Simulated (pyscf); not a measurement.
Optimised with ωB97X-D3(BJ)/def2-SVP in PySCF. MP2 and CC: frozen core, UHF for open shells. ΔMP2 is the change of the MP2 total energy from the triple- to the quadruple-zeta basis.

SMILES: [SiH3]S
```xyz
6

Si     0.5632    -0.0369     0.0202
S     -0.6281     0.7023    -1.6005
H      1.6292     0.9318     0.4019
H      1.1785    -1.2926    -0.4858
H     -0.2675    -0.3287     1.2224
H     -1.0612     1.7946    -0.9406
```
Charge 0, spin multiplicity 1.

### Question
What are the homolytic bond dissociation enthalpies (298 K) of H₃Si–SH at CCSD(T)/def2-TZVPP + ΔMP2(QZVPP), weakest first?

### Answer
S–Si to SiH₃• + SH•: 87.0 kcal/mol; H–S to H₃Si–S• + H•: 89.3 kcal/mol; H–Si to •H₂Si–SH + H•: 90.0 kcal/mol. Ring and multiple bonds, and those that leave no two simple radicals, are not listed. Other isomers of •H₂Si–SH, H₃Si–S• were not searched in full and may lie lower. The CCSD(T) − MP2 part came from Ansatz, without density fitting, on the same reference. Left out: the spin-orbit lowering of SH.
